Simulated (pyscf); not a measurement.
Thermochemistry of product channels of F–Ga (SMILES [F][Ga]) [singlet] + H₂C=CH₂ (SMILES C=C) on the singlet surface, in kJ/mol, from CCSD(T)/def2-TZVPP + ΔMP2(QZVPP) energies (ideal gas, 1 atm, RRHO with modes under 100 cm⁻¹ raised to 100, one conformer, R ln 2 for chiral ones without a mode under 150 cm⁻¹). PySCF, gas phase, ωB97X-D3(BJ)/def2-SVP geometries. Correlated levels are frozen-core, on RHF or UHF. ΔMP2 is the change of the MP2 total energy from the triple- to the quadruple-zeta basis.

| products | ΔE | ΔH(298 K) | ΔG(298 K) | ΔG(1200 K) |
|---|---|---|---|---|
| C₂H₄FGa (SMILES [F][Ga]1[CH2][CH2]1) | ___ | +148.7 | +190.7 | +308.2 |
| H₂C=CH–GaH–F (SMILES C=[CH][GaH][F]) | +15.8 | +10.0 | +47.9 | ___ |

### Question
Complete the blanks.

### Answer

- C₂H₄FGa (SMILES [F][Ga]1[CH2][CH2]1), ΔE: +149.2
- H₂C=CH–GaH–F (SMILES C=[CH][GaH][F]), ΔG(1200 K): +152.1

These are energies of the channels, which say nothing of barriers. The CCSD(T) − MP2 part came from Ansatz, without density fitting, on the same reference. The frozen core leaves the outer d or s,p core shells of the metals and heavy elements correlated in the MP2 and CC values, and def2-TZVPP describes them poorly, which can shift differences by a few kcal/mol. Elements up to Kr have no core potential and no relativistic terms here.
